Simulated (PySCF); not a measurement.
# Highest orbital energy against ionisation energy along the second row

Calculated with PySCF 2.14, no spin-orbit coupling. Each cell gives −ε(HOMO) / ΔSCF in eV; NIST values include spin-orbit coupling, (s) semi-empirical, (t) theoretical.

```tsv
species	UHF	LDA	PBE	PBE0	r2SCAN	NIST (lowest levels)
Li (aug-cc-pCVTZ-DK, spin-free X2C)	5.344 / 5.343	3.165 / 5.473	3.229 / 5.588	3.832 / 5.571	3.253 / 5.388	5.392
Be (aug-cc-pCVTZ-DK, spin-free X2C)	8.417 / 8.044	5.599 / 9.027	5.610 / 9.001	6.494 / 8.975	5.743 / 8.793	9.323
B (aug-cc-pCVTZ-DK, spin-free X2C)	8.664 / 8.033	4.108 / 8.637	4.165 / 8.667	5.367 / 8.640	4.577 / 8.758	8.298
C (aug-cc-pCVTZ-DK, spin-free X2C)	11.938 / 10.793	6.124 / 11.684	6.093 / 11.536	7.645 / 11.509	6.569 / 11.664	11.260
N (aug-cc-pCVTZ-DK, spin-free X2C)	15.526 / 13.888	8.401 / 15.002	8.297 / 14.727	10.208 / 14.697	8.891 / 14.801	14.534
O (aug-cc-pCVTZ-DK, spin-free X2C)	14.191 / 12.022	7.447 / 14.000	7.590 / 14.058	9.476 / 13.845	7.919 / 13.715	13.618
F (aug-cc-pCVTZ-DK, spin-free X2C)	18.499 / 15.656	10.368 / 17.962	10.300 / 17.657	12.563 / 17.447	10.795 / 17.551	17.423
Ne (aug-cc-pCVTZ-DK, spin-free X2C)	23.146 / 19.670	13.561 / 22.197	13.344 / 21.664	15.996 / 21.455	13.991 / 21.496	21.565
```

**Question.** How far is −ε(HOMO) from ΔSCF on average for each method, and why?

**Answer.** UHF 1.53 eV; LDA -5.65 eV; PBE -5.53 eV; PBE0 -3.82 eV; r2SCAN -5.05 eV. Hartree-Fock orbital energies lack relaxation and so exceed the ΔSCF value; semilocal functionals have convex E(N) from self-interaction, so their HOMO lies far too high; exact exchange moves hybrids part of the way back.
